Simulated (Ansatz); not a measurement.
# Molecular dynamics of CH$_{4}$BSi

The input (input.yaml):

```yaml
crystal:
  periodic: [false, false, false]
  atoms:
    - { symbol: B, position_ang: [-1.310829, -1.202216, 1.085416] }
    - { symbol: C, position_ang: [-0.654384, -0.919941, -0.103031] }
    - { symbol: Si, position_ang: [0.445966, 0.585151, -0.014061] }
    - { symbol: H, position_ang: [-0.73791, -1.493236, -1.031887] }
    - { symbol: H, position_ang: [0.027795, 1.62297, -1.003575] }
    - { symbol: H, position_ang: [0.35751, 1.172175, 1.356048] }
    - { symbol: H, position_ang: [1.871842, 0.235097, -0.288909] }
magnetization:
  spin_polarized: true
  initial_magnetization: 1
basis:
  gaussian: { orbitals: def2-SVP }
hamiltonian:
  xc: b3lyp
  dispersion: d4
md:
  timestep: 0.5
  n_steps: 150
  ensemble: nvt_nose_hoover
  temperature: 1500.0
  initial_velocities: maxwell_boltzmann
  seed: 149705
  nose_hoover: { tau: 50.0, chain_length: 1 }
```

Launched with:

```bash
$ ansatz run input.yaml --threads 1 --pin off --max-ram 2048MiB --backend cpu --events-out ev --progress --plain --runs-dir out
```

It starts from a relaxed structure.

Output, in part (step lines, the closing report, with atoms numbered from 0):

```
md step     0: t =     0.00 fs  T =  1500.0 K  F+E_penalty+E_count = -9649.12978881 eV  E_kin = 0.969450 eV  conserved = -9648.16033882 eV  (50 SCF iters)
[... lines left out ...]
Total energy: -9648.78226786 eV, -354.5862081642 hartree
Atom 0 at    -1.458741    -0.994814     0.963391 Å, force     0.131588    -0.264272    -0.284966 eV/Å
Atom 1 at    -0.528215    -1.087006    -0.061084 Å, force    -0.006294     0.783236     0.247297 eV/Å
Atom 2 at     0.430202     0.575168     0.015599 Å, force     0.679875    -0.044078    -0.064240 eV/Å
Atom 3 at    -0.334150    -1.790999    -0.877334 Å, force     0.001679     0.099856     0.154388 eV/Å
Atom 4 at    -0.285180     1.842050    -0.190302 Å, force    -0.796879     0.215357     0.404348 eV/Å
Atom 5 at     1.328922     0.739256     1.215156 Å, force    -0.347841    -0.160434    -0.047391 eV/Å
Atom 6 at     1.331716     0.791322    -1.133438 Å, force     0.337872    -0.629665    -0.409437 eV/Å
Dipole moment:    -0.117399    -0.138212     0.019452 e Å
```

The steps, from the saved trajectory:

| time (fs) | T (K) | potential energy less start (eV) | conserved less start (meV/atom) |
| --- | --- | --- | --- |
| 0.0 | 1500 | 0.000 | 0.00 |
| 2.5 | 1317 | 0.119 | 0.12 |
| 5.0 | 1080 | 0.273 | 0.16 |
| 7.5 | 985 | 0.335 | 0.10 |
| 10.0 | 844 | 0.429 | 0.10 |
| 12.5 | 742 | 0.499 | 0.22 |
| 15.0 | 934 | 0.378 | 0.04 |
| 17.5 | 929 | 0.388 | 0.10 |
| 20.0 | 838 | 0.454 | 0.16 |
| 22.5 | 872 | 0.440 | 0.10 |
| 25.0 | 804 | 0.492 | 0.06 |
| 27.5 | 592 | 0.639 | 0.21 |
| 30.0 | 603 | 0.639 | 0.06 |
| 32.5 | 474 | 0.732 | 0.14 |
| 35.0 | 349 | 0.820 | 0.19 |
| 37.5 | 414 | 0.786 | 0.12 |
| 40.0 | 426 | 0.788 | 0.06 |
| 42.5 | 318 | 0.867 | 0.26 |
| 45.0 | 585 | 0.706 | 0.05 |
| 47.5 | 683 | 0.662 | 0.11 |
| 50.0 | 642 | 0.711 | 0.19 |
| 52.5 | 779 | 0.645 | 0.16 |
| 55.0 | 943 | 0.569 | 0.03 |
| 57.5 | 694 | 0.762 | 0.16 |
| 60.0 | 424 | 0.957 | 0.24 |
| 62.5 | 454 | 0.955 | 0.17 |
| 65.0 | 542 | 0.918 | 0.24 |
| 67.5 | 885 | 0.728 | 0.22 |
| 70.0 | 1403 | 0.445 | 0.13 |
| 72.5 | 1744 | 0.298 | 0.13 |
| 75.0 | 1794 | 0.348 | 0.19 |

All steps were run. The conserved energy stayed within 0.28 meV per atom of its start (net change 0.19 meV per atom), so the integration is sound. The mean temperature of the second half is 48 % below the set value. A run of 0.075 ps of so small a system gives no equilibrium averages.

The same pairs are bonded in the first frame and the last. Pairs count as bonded within 1.25 times the sum of covalent radii (0.12 Å more for H–H).

Last frame:

```xyz
7
Properties=species:S:1:pos:R:3
B -1.459 -0.995 0.963
C -0.528 -1.087 -0.061
Si 0.430 0.575 0.016
H -0.334 -1.791 -0.877
H -0.285 1.842 -0.190
H 1.329 0.739 1.215
H 1.332 0.791 -1.133
```

Time of the run: 5.4 min on 1 thread of Intel(R) Xeon(R) Platinum 8488C (Sapphire Rapids), on a shared host, peak memory 0.18 GiB.
